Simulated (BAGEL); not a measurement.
# B3LYP/cc-pVTZ (density fitting with qzvpp-jkfit) run of SiH4O (silanol)

What is the energy change on altering one bond length of SiH4O (silanol) at B3LYP/cc-pVTZ (density fitting with qzvpp-jkfit)? 

Program for the calculation: BAGEL 1.2.2.

4 further runs of the same task are left out: 4 that didn't finish. Runs told in other sessions of the task aren't counted.

### 1 The system as given

The species is SiH4O (6 atoms), meant as a singlet with charge 0. SMILES: `O[SiH3]`. The shape is that of a PBE0-D4/def2-TZVP optimisation.

Bond lengths: O1–Si2 1.648 Å, O1–H3 0.957 Å, Si2–H4 1.489 Å, Si2–H5 1.481 Å, Si2–H6 1.489 Å. Angles: O1–Si2–H4 111.7°, O1–Si2–H5 105.9°, O1–Si2–H6 111.7°, Si2–O1–H3 117.9°, H4–Si2–H5 109.9°, H4–Si2–H6 107.9°, H5–Si2–H6 109.9°.

### 2 A single-point energy at B3LYP/cc-pVTZ (density fitting with qzvpp-jkfit)

The input, calc.json:

```json
{ "bagel": [

{
  "title": "molecule",
  "basis": "cc-pvtz.json",
  "df_basis": "qzvpp-jkfit",
  "angstrom": true,
  "geometry": [
    { "atom": "O", "xyz": [    0.636700,   -1.030300,    0.419000 ] },
    { "atom": "Si", "xyz": [   -0.035700,    0.346500,   -0.187000 ] },
    { "atom": "H", "xyz": [    0.069100,   -1.629200,    0.904700 ] },
    { "atom": "H", "xyz": [   -1.128300,    0.045700,   -1.152800 ] },
    { "atom": "H", "xyz": [    1.060500,    1.064900,   -0.875600 ] },
    { "atom": "H", "xyz": [   -0.602300,    1.202400,    0.891700 ] }
  ]
},
{ "title": "ks", "xc_func": "b3lyp" },
{ "title": "print", "file": "orbitals.molden", "orbitals": true }

]}
```

The basis set cc-pVTZ is read from a file made from the Basis Set Exchange's data (not shown).

On the command line:

```
$ BAGEL_NUM_THREADS=1 BAGEL calc.json > calc.out
```

Output:

```text
* using 1 threads per process

  ===============================================================
  ===============================================================

  *** Geometry ***

  { "atom" : "O", "xyz" : [      1.203189,     -1.946985,      0.791795 ] },
  { "atom" : "Si", "xyz" : [     -0.067463,      0.654790,     -0.353379 ] },
  { "atom" : "H", "xyz" : [      0.130580,     -3.078742,      1.709635 ] },
  { "atom" : "H", "xyz" : [     -2.132178,      0.086360,     -2.178476 ] },
  { "atom" : "H", "xyz" : [      2.004055,      2.012369,     -1.654644 ] },
  { "atom" : "H", "xyz" : [     -1.138182,      2.272207,      1.685069 ] },

  Number of auxiliary basis functions:      277

  Since a DF basis is specified, we compute 2- and 3-index integrals:
    o Being stored without compression. Storage requirement is 0.032 GB

  Number of basis functions:      120
  Number of electrons      :       26

    * METHOD: MOLECULE                             0.12

  *** Kohn-Sham DFT ***

    * Removing 8379 points whose weight is below 1.00e-10
    * Grid points: 81057

  === Nuclear Repulsion ===
    64.7548917775

       - DIIS with orbital gradients will be used.

  === KS iteration (b3lyp / cc-pvtz.json) ===
      0       -334.61083537          0.09495326           0.30
      1       -296.64534979          0.19430406           0.29
      2       -343.09863406          0.11171053           0.29
      3       -366.61673551          0.04564392           0.29
      4       -366.88824789          0.02742713           0.29
      5       -367.10232824          0.01471213           0.30
      6       -367.20744442          0.00537173           0.29
      7       -367.22088904          0.00042205           0.29
      8       -367.22095376          0.00007388           0.29
      9       -367.22095624          0.00001235           0.29
     10       -367.22095629          0.00000399           0.29
     11       -367.22095630          0.00000127           0.29
     12       -367.22095630          0.00000010           0.29
     13       -367.22095630          0.00000002           0.29
     14       -367.22095630          0.00000000           0.29
    * SCF iteration converged.

    * Permanent dipole moment:
           (    0.418328,     0.191066,    -0.216213) a.u.

    * METHOD: KS                                   4.88

    * METHOD: PRINT                                0.04

  ===============================================================
```

Run time: 5.4 s. Hardware: 1 thread of Arm Neoverse V1, shared host; peak memory 0.44 GiB.

### 3 The distorted shape

The input, job.json:

```json
{ "bagel" : [

{
  "title" : "molecule",
  "basis" : "cc-pvtz.json",
  "df_basis" : "qzvpp-jkfit",
  "angstrom" : true,
  "geometry" : [
    { "atom" : "O", "xyz" : [       1.317795,      -0.311646,      -0.163819 ] },
    { "atom" : "Si", "xyz" : [       0.645395,       1.065154,      -0.769819 ] },
    { "atom" : "H", "xyz" : [       0.069100,      -1.629200,       0.904700 ] },
    { "atom" : "H", "xyz" : [      -0.447205,       0.764354,      -1.735619 ] },
    { "atom" : "H", "xyz" : [       1.741595,       1.783554,      -1.458419 ] },
    { "atom" : "H", "xyz" : [       0.078795,       1.921054,       0.308881 ] }
  ]
},

{
  "title" : "ks",
  "xc_func" : "b3lyp"
},

{
  "title" : "print",
  "file" : "orbitals.molden",
  "orbitals" : true
}

]}
```

The basis set cc-pVTZ is read from a file made from the Basis Set Exchange's data (not shown).

On the command line:

```
$ BAGEL_NUM_THREADS=1 BAGEL job.json > job.out
```

Output:

```text
* using 1 threads per process

  ===============================================================
  ===============================================================

  *** Geometry ***

  { "atom" : "O", "xyz" : [      2.490272,     -0.588926,     -0.309573 ] },
  { "atom" : "Si", "xyz" : [      1.219620,      2.012849,     -1.454747 ] },
  { "atom" : "H", "xyz" : [      0.130580,     -3.078742,      1.709635 ] },
  { "atom" : "H", "xyz" : [     -0.845095,      1.444420,     -3.279845 ] },
  { "atom" : "H", "xyz" : [      3.291138,      3.370429,     -2.756012 ] },
  { "atom" : "H", "xyz" : [      0.148901,      3.630266,      0.583700 ] },

  Number of auxiliary basis functions:      277

  Since a DF basis is specified, we compute 2- and 3-index integrals:
    o Being stored without compression. Storage requirement is 0.032 GB

  Number of basis functions:      120
  Number of electrons      :       26

    * METHOD: MOLECULE                             0.12

  *** Kohn-Sham DFT ***

    * Removing 7507 points whose weight is below 1.00e-10
    * Grid points: 81929

  === Nuclear Repulsion ===
    61.2543371171

       - DIIS with orbital gradients will be used.

  === KS iteration (b3lyp / cc-pvtz.json) ===
      0       -334.58748300          0.08682346           0.28
      1       -292.06775613          0.18852909           0.28
      2       -342.95862136          0.09546173           0.29
      3       -365.88843206          0.05192995           0.28
      4       -365.26757470          0.04903075           0.28
      5       -366.59178739          0.02680272           0.28
      6       -366.88068915          0.01629457           0.29
      7       -366.96735762          0.00926960           0.28
      8       -366.95847021          0.00984040           0.29
      9       -367.02154028          0.00176321           0.28
     10       -367.02312884          0.00029061           0.28
     11       -367.02315530          0.00016057           0.28
     12       -367.02316995          0.00002125           0.29
     13       -367.02317019          0.00000664           0.28
     14       -367.02317021          0.00000151           0.29
     15       -367.02317022          0.00000026           0.29
     16       -367.02317022          0.00000005           0.29
     17       -367.02317022          0.00000001           0.29
     18       -367.02317022          0.00000000           0.29
    * SCF iteration converged.

    * Permanent dipole moment:
           (    0.510805,     0.168500,    -0.227463) a.u.

    * METHOD: KS                                   5.95

    * METHOD: PRINT                                0.04

  ===============================================================
```

Wall time 6.3 s (1 thread of Arm Neoverse V1, shared host); peak memory 0.45 GiB.

### 4 Results

Level: B3LYP/cc-pVTZ (density fitting with qzvpp-jkfit).

| quantity | value |
| --- | --- |
| first shape: total energy | -367.22096 Eh |
| first shape: dipole moment | 1.29 D |
| first shape: HOMO energy | -8.46 eV |
| first shape: LUMO energy | -0.05 eV |
| first shape: HOMO–LUMO gap | 8.41 eV |
| distorted shape: total energy | -367.02317 Eh |
| distorted shape: dipole moment | 1.48 D |
| distorted shape: HOMO energy | -8.13 eV |
| distorted shape: LUMO energy | -5.61 eV |
| distorted shape: HOMO–LUMO gap | 2.52 eV |
| energy change with the O1–H3 bond stretched from 0.957 to 2.106 Å | 5.382 eV |

What this shows: One bond (distorted shape) is far stretched, which a spin-restricted single reference describes badly; a broken-symmetry solution may lie lower. With the O1–H3 bond stretched from 0.957 to 2.106 Å the energy rises by 5.38 eV (124 kcal/mol). The first shape isn't relaxed at this level, so the change isn't measured from a minimum. A restricted reference can't describe the breaking bond well at this length.
